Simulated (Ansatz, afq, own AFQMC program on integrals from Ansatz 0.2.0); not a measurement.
**SiH3O, doublet in cc-pVDZ, levels against CCSDT(Q)**

```json
{"atom": "Si", "x (Å)": "0.0041", "y (Å)": "0.0000", "z (Å)": "0.5327"}
{"atom": "O", "x (Å)": "-0.0220", "y (Å)": "0.0000", "z (Å)": "-1.1244"}
{"atom": "H", "x (Å)": "1.4763", "y (Å)": "-0.0001", "z (Å)": "0.7831"}
{"atom": "H", "x (Å)": "-0.6202", "y (Å)": "1.2180", "z (Å)": "1.1100"}
{"atom": "H", "x (Å)": "-0.6204", "y (Å)": "-1.2179", "z (Å)": "1.1100"}
```

Connectivity, by distances: SiH3–O.

Basis cc-pVDZ. Only valence electrons are correlated. Integrals, coupled cluster, full CI and functionals: Ansatz 0.2.0; the random walks run on the same integrals in our own AFQMC program. The CISD trial takes its coefficients from CCSD amplitudes. Released means that phaseless walkers are propagated on without the constraint, phases kept. ± is one standard error of the sampling.

Determinant: UHF, the one that the program's search chose, which needn't be the lowest solution. The geometry is a PBE0/def2-TZVP stationary point of this or a neighbouring charge and spin state.

No full CI on the walks' own integrals is used here; CCSDT(Q) serves as the reference and is uncertain by about the last step of the cluster series.

- T1 diagnostic: 0.0196
- weight of the determinant in the CISD state: 0.890
- ⟨S²⟩ of the determinant: 0.756
- size of the correlated space: 13 electrons in 41 orbitals

| level | correlation energy (eV) |
| --- | --- |
| MP2 | -6.6238 |
| CCSD | -7.6117 |
| CCSD(T) | -7.7524 |

(1) Estimate where AFQMC with the constraint released lies against CCSD(T) on the same integrals.

(1) 3.4 ± 0.4 kJ/mol below CCSD(T).

Reference: CCSDT(Q), correlation energy -7.790 eV. The released energy is read at 2.40 1/Eh (meV from the phaseless value at times in 1/Eh: -3 ± 3 at 0.24, 0.5 ± 2.4 at 0.51, -2 ± 3 at 0.99, -7 ± 5 at 1.62, -5 ± 4 at 2.40).

```
         level  E − E(reference) (kJ/mol)  share of correlation (%)
       CCSD(T)                        3.6                     99.52
         CCSDT                        1.2                     99.84
   ph-AFQMC/HF                  4.0 ± 2.2                     99.47
 ph-AFQMC/CISD                  0.7 ± 0.3                     99.91
released AFQMC                  0.2 ± 0.4                     99.97
```

A walk keeps the symmetry of its determinant, which the program's search chose and which needn't be the lowest solution, so a lower state of the same spin and another symmetry isn't excluded. Released energies are given only where the last usable release times agree within the noise; a slower fall can still hide under it.
